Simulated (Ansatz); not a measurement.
**CH₅O+ (SMILES C[OH2+]): one structure at several levels**

The task here is to estimate one member of a computed series from the others.

Program: Ansatz 0.2.0, Gaussian basis. Level of theory: single points in def2-TZVPP. These are calculated values, not measurements.

Correlated methods freeze the cores.

## Starting geometry

7 atoms, charge 1, spin multiplicity 1.

Atoms are counted from 1 here; the program's logs count them from 0.

Bond lengths: C1–O2 1.460 Å, C1–H3 1.026 Å, C1–H4 1.043 Å, C1–H5 1.175 Å, O2–H6 0.907 Å, O2–H7 1.031 Å. Angles: O2–C1–H3 104.9°, O2–C1–H4 109.8°, O2–C1–H5 112.5°, H3–C1–H4 108.0°, H3–C1–H5 109.1°, H4–C1–H5 112.2°, C1–O2–H6 111.3°, C1–O2–H7 108.2°, H6–O2–H7 109.0°.

Coordinates:

```xyz
7

C    -0.30890   -0.39590   -0.28510
O     0.28930    0.51000    0.69190
H    -0.01570   -1.33310    0.01120
H    -1.34930   -0.34810   -0.22070
H     0.07830   -0.19980   -1.37710
H     0.12970    1.37710    0.47780
H     1.30800    0.34900    0.70020
```

The first run:

The input, run/in.yaml:

```yaml
crystal:
  periodic: [false, false, false]
  atoms:
    - {symbol: C, position_ang: [-0.308900, -0.395900, -0.285100]}
    - {symbol: O, position_ang: [0.289300, 0.510000, 0.691900]}
    - {symbol: H, position_ang: [-0.015700, -1.333100, 0.011200]}
    - {symbol: H, position_ang: [-1.349300, -0.348100, -0.220700]}
    - {symbol: H, position_ang: [0.078300, -0.199800, -1.377100]}
    - {symbol: H, position_ang: [0.129700, 1.377100, 0.477800]}
    - {symbol: H, position_ang: [1.308000, 0.349000, 0.700200]}
basis:
  gaussian: {orbitals: def2-TZVPP}
total_charge: 1
correlation: {method: ccsd_t}
output: {forces: true}
```

The command line of these runs was not kept.

Steps of the session up to this table: CCSD(T)/def2-TZVPP; PBE0-D4/def2-TZVPP; wB97M-V/def2-TZVPP; r2SCAN-D4/def2-TZVPP; PBE-D4/def2-TZVPP; BLYP-D4/def2-TZVPP; r2SCANh-D4/def2-TZVPP.

One of the session's tables, all rows but one given; the rest of the session is left out.

```
    method  RMS force component (eV/Å)  angle to CCSD(T) forces (°)
   CCSD(T)                       1.902                    reference
   PBE0-D4                       1.900                          3.4
   wB97M-V                       1.891                          1.3
 r2SCAN-D4                       1.894                          0.8
    PBE-D4                       1.946                          6.2
   BLYP-D4                       1.930                          6.3
r2SCANh-D4                           ?                            ?
```

Estimate the missing values for r2SCANh-D4.

As computed: RMS force component (eV/Å): 1.884; angle to CCSD(T) forces (°): 1.6. In the column «RMS force component (eV/Å)» it is the lowest.
